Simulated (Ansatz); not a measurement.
`C/N=C(\F)OC`, charge 0, multiplicity 1.

Question: Give a relaxed structure at PBE0-D4/def2-TZVP (Ansatz). (Estimate.)

Answer: Ansatz gave: 
Cartesian coordinates in Å:
```
C -0.364 2.009 0.176
N -0.170 0.617 -0.143
C 0.247 -0.182 0.717
F 0.552 0.122 1.979
O 0.464 -1.473 0.548
C 0.186 -1.967 -0.756
H 0.247 2.619 -0.494
H -0.118 2.272 1.209
H -1.407 2.277 -0.012
H 0.416 -3.029 -0.721
H 0.809 -1.460 -1.496
H -0.863 -1.806 -1.009
```
Point group Cs.
This is one stationary point; other conformers may exist.
